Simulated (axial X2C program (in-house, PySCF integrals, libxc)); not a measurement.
## CN at several levels of theory

Calculated with an in-house all-electron X2C program for linear molecules (integrals from PySCF). Spin-free means the one-electron spin-free X2C Hamiltonian; two-component (2c) means X2C with spin–orbit coupling and atomic mean-field two-electron Coulomb and Gaunt terms, so the difference of the two also holds small scalar two-electron terms. Basis: N dyall-av3z [7s7p3d2f], C dyall-v3z [7s6p2d1f] (cores contracted in-house); Gaussian nuclei, density fitting, unrestricted open shells. Masses: N 14.003 u, C 12.000 u.

State, spin-free: M_S = 1/2, Λ = 0 (beyond evenly filled blocks: σα); electrons by block: σα: 5, σβ: 4, π+α: 1, π+β: 1, π-α: 1, π-β: 1. Fragments: N + C.

State, 2c: Ω = 1/2 (⟨Sz⟩ = 0.50, ⟨Lz⟩ = 0.00 at PBE0); electrons by block: 1/2: 6, -1/2: 5, 3/2: 1, -3/2: 1. Fragments: N + C.

| Hamiltonian | level | Re (Å) | ωe (cm⁻¹) | ωexe (cm⁻¹) | αe (cm⁻¹) | De (eV) | D0 (eV) | k (mdyn/Å) | μ (D) |
| --- | --- | --- | --- | --- | --- | --- | --- | --- | --- |
| 2c | PBE0 | 1.160 | 2180.6 | 12.5 | 0.0164 | 7.74 | 7.60 | 18.1 | 1.50 |
| 2c | HF | 1.149 | 2017.2 | 29.2 | 0.0328 | 3.91 | 3.79 | 15.5 | 2.22 |
| 2c | CCSD | 1.162 | 2216.7 | 15 | 0.0161 | 6.95 | 6.82 | 18.7 | n/a |
| 2c | CCSD(T) | 1.167 | 2193.6 | 15.6 | 0.0166 | 7.30 | 7.17 | 18.3 | n/a |
| 2c | BHandHLYP | 1.146 | 2259.4 | 13.2 | 0.0168 | 6.83 | 6.69 | 19.4 | 1.81 |

Spin-free values that have a 2c row agree with it to the digits that matter (0.001 Å, 0.01 eV) and are not repeated.

Correlated methods: 9 electrons correlated (number of frozen shells: N 1 s; C 1 s), 173 virtual spin orbitals or spinors in MP2, 90 natural virtuals in coupled cluster.

Dipoles are positive if C is the positive end.

Occupations by symmetry block were frozen at the best pattern of an incomplete PBE0 search. Dissociation energies refer to the lowest single-determinant-based atoms at the same level and basis. Density functionals use the spin component along the axis (collinear). Coupled cluster ran in a truncated set of natural virtual spinors; the MP2 energy of the rest was added. (T) has no such correction and the atoms are truncated less, which lowers De at CCSD(T) by a hundredth of an eV or more. The 2c atoms are single determinants rather than J levels; their spin–orbit lowering is only partly caught, and De is too large by that part. This holds for PBE0, CCSD, CCSD(T), BHandHLYP. The functionals have no current-density term, which raises determinants with orbital currents, atoms included. The determinant is spin-polarised beyond a pure state at some levels (its spin-free form has ⟨S²⟩ too high), which makes Re and μ there less reliable. The T1 diagnostic is large, a sign of multireference character.

No reliable constants came from MP2 (2c), MP2 (spin-free): no minimum in range, unconverged points, a curve that is not smooth, a change of character along it, or the two Hamiltonians disagreeing along it.

Rough cost a point (2c) on 1 thread(s) of a shared host, integrals apart: PBE0 0.17 s, HF 0.09 s, CCSD(T) 2.7 s, BHandHLYP 0.21 s.

The whole task took 53 s on 1 thread of Arm Neoverse V2, with other jobs on the host.
